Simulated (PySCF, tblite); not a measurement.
System: O₂S, singlet: symmetric bend, bond length relaxed. Scanned: O-S-O angle. Other coordinates (S-O bond length) were minimised at PBE0/def2-TZVP.

- GFN2-xTB, 300 K electronic temperature (tblite)
- CCSD(T) on RHF/cc-pVTZ, 7 core orbitals frozen (PySCF)

Energies relative to the lowest point of each profile, in kcal/mol; the last columns give the difference from CCSD(T):

```json
[
 {"a / °": "170", "GFN2-xTB": "57.1", "CCSD(T)": "58.9", "GFN2-xTB − CCSD(T)": "-1.9"},
 {"a / °": "160", "GFN2-xTB": "43.6", "CCSD(T)": "44.9", "GFN2-xTB − CCSD(T)": "-1.3"},
 {"a / °": "150", "GFN2-xTB": "28.5", "CCSD(T)": "28.6", "GFN2-xTB − CCSD(T)": "-0.2"},
 {"a / °": "140", "GFN2-xTB": "15.1", "CCSD(T)": "14.3", "GFN2-xTB − CCSD(T)": "0.8"},
 {"a / °": "130", "GFN2-xTB": "5.2", "CCSD(T)": "4.3", "GFN2-xTB − CCSD(T)": "0.9"},
 {"a / °": "120", "GFN2-xTB": "0.0", "CCSD(T)": "0.0", "GFN2-xTB − CCSD(T)": "0.0"},
 {"a / °": "110", "GFN2-xTB": "1.0", "CCSD(T)": "2.8", "GFN2-xTB − CCSD(T)": "-1.8"},
 {"a / °": "100", "GFN2-xTB": "10.0", "CCSD(T)": "14.3", "GFN2-xTB − CCSD(T)": "-4.4"},
 {"a / °": "90", "GFN2-xTB": "29.7", "CCSD(T)": "36.7", "GFN2-xTB − CCSD(T)": "-7.0"},
 {"a / °": "80", "GFN2-xTB": "64.8", "CCSD(T)": "72.9", "GFN2-xTB − CCSD(T)": "-8.1"}
]
```

GFN2-xTB is furthest from CCSD(T) at 80 (-8.1 kcal/mol, below); its mean absolute difference over the points is 2.6 kcal/mol.
